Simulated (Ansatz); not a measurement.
Geometry optimisation, RKS PBE0/cc-pVDZ (Ansatz).

Input:

```yaml
crystal:
  periodic: [false, false, false]
  atoms:
    - { symbol: Si, position_ang: [0.23041, -0.015975, 0.040336] }
    - { symbol: O, position_ang: [0.64918, -0.103914, 1.660044] }
    - { symbol: H, position_ang: [-0.061545, -0.184299, 2.306704] }
    - { symbol: H, position_ang: [1.632169, 0.044106, -0.356668] }
    - { symbol: H, position_ang: [-0.542942, 1.210664, -0.354265] }
    - { symbol: H, position_ang: [-0.486771, -1.231982, -0.477549] }
basis:
  gaussian: { orbitals: cc-pVDZ }
hamiltonian:
  xc: pbe0
relax:
  f_tol: 0.03
  max_steps: 50
```

Launched with:

```bash
$ ansatz run input.yaml --threads 1 --pin off --max-ram 2048MiB --backend cpu --events-out ev --progress --plain --runs-dir out
```

**Question.** Where does it end, and by what steps?

**Answer.** The run converged. After 4 steps the energy has fallen by 0.166 eV; H4 moved furthest, 0.22 Å.

```json
{"step": "0", "energy less start (eV)": "0.0000", "largest force component (eV/Å)": "1.021", "accepted": "yes"}
{"step": "1", "energy less start (eV)": "-0.1546", "largest force component (eV/Å)": "0.228", "accepted": "yes"}
{"step": "2", "energy less start (eV)": "-0.1629", "largest force component (eV/Å)": "0.127", "accepted": "yes"}
{"step": "3", "energy less start (eV)": "-0.1646", "largest force component (eV/Å)": "0.107", "accepted": "yes"}
{"step": "4", "energy less start (eV)": "-0.1659", "largest force component (eV/Å)": "0.015", "accepted": "yes"}
```

```xyz
6
Properties=species:S:1:pos:R:3
Si 0.299 -0.021 0.075
O 0.608 -0.114 1.732
H -0.178 -0.171 2.287
H 1.641 0.055 -0.572
H -0.507 1.196 -0.278
H -0.442 -1.226 -0.426
```

Whether the end is a true minimum wasn't checked by a vibrational analysis.

The run took 2.4 s on 1 thread of AMD EPYC 9R45 96-Core Processor (Zen 5) (shared host), peak memory 0.12 GiB.
